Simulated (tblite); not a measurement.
C4H11PS.
SMILES with atom numbers: `[CH3:1][CH2:2][CH2:3][P@@H:4]([CH3:5])=[S:6]` (hydrogens: H7, H8, H9 on C1; H10, H11 on C2; H12, H13 on C3; H14 on P4; H15, H16, H17 on C5)

Structure optimised with GFN2-xTB, isolated species.

(1) What internal coordinates does the optimisation give?

Answers

(1) 
| bond | length (Å) |
| --- | --- |
| C1–C2 | 1.523 |
| C2–C3 | 1.525 |
| C3–P4 | 1.843 |
| P4–C5 | 1.833 |
| P4=S6 | 1.931 |
| C1–H7, C1–H8, C1–H9 | 1.088 |
| C2–H10 | 1.093 |
| C2–H11 | 1.093 |
| C3–H12 | 1.095 |
| C3–H13 | 1.093 |
| P4–H14 | 1.403 |
| C5–H15, C5–H16, C5–H17 | 1.089 |

Bonds in one row agree within 0.01 Å and their mean is given. A selection of angles:
| angle | degrees |
| --- | --- |
| C2–C1–H7 | 110.6 |
| C2–C1–H9 | 110.4 |
| H7–C1–H8 | 108.4 |
| C1–C2–C3 | 111.6 |
| C1–C2–H10 | 109.4 |
| C1–C2–H11 | 110.0 |
| C3–C2–H10 | 109.6 |
| C3–C2–H11 | 108.6 |
| H10–C2–H11 | 107.6 |
| C2–C3–P4 | 110.2 |
| C2–C3–H12 | 110.1 |
| C2–C3–H13 | 111.5 |
| P4–C3–H12 | 107.0 |
| P4–C3–H13 | 109.4 |
| H12–C3–H13 | 108.6 |
| C3–P4–C5 | 106.0 |
| C3–P4–S6 | 116.2 |
| C3–P4–H14 | 100.8 |
| C5–P4–S6 | 115.2 |
| C5–P4–H14 | 100.9 |
| S6–P4–H14 | 115.6 |
| P4–C5–H15 | 111.4 |
| P4–C5–H16 | 108.2 |
| H15–C5–H16 | 110.1 |
| H16–C5–H17 | 108.3 |

Dihedral angles: C1–C2–C3–P4 -178° (antiperiplanar); C2–C3–P4–C5 -76° (synclinal).

P4 (phosphorus bonded to 2 C, S and H) is distorted tetrahedral (angles from 100.8° to 116.2°). Of the pairs four or more bonds apart, S6···H11 is among the closest relative to their van der Waals radii: 3.01 Å, 100 % of the sum of Bondi's values.

Point group: C1 (no symmetry element, even within 0.4 Å). Its GFN2-xTB frequencies are all real (lowest 56 cm⁻¹). The numbers are those of one conformer. 3 starts were optimised and ended at 0.00, 0.36 and 1.11 kcal/mol (GFN2-xTB); the lowest of these is shown.

The numbers are calculated, not measured.
